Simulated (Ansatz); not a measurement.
Level of theory: Ansatz 0.2.0, DFT, BLYP, plane waves (420 eV) with PAW, scalar-relativistic. (PAW data from PBE, frozen cores regenerated.)

An element in the fcc structure gives this curve. The cell is scaled uniformly from the relaxed one, with fractional coordinates and shape fixed. Energies are extrapolated to zero smearing, pressures are those at the given smearing. Magnetic state: non-magnetic.

```csv
V (Å³/atom),E − E₀ (meV/atom),P (GPa)
32.778,35.1,2.73
34.268,14.6,1.65
35.758,3.4,0.75
37.248,0.0,0.01
38.738,3.0,-0.61
40.228,11.2,-1.11
41.718,23.7,-1.51
```

(1) Which element is it?
A. yttrium
B. lanthanum
C. ytterbium
D. thallium

## Answers

(1) C. Its fit is V₀ = 37.26 Å³/atom, B₀ = 17.1 GPa, B₀′ = 3.7.
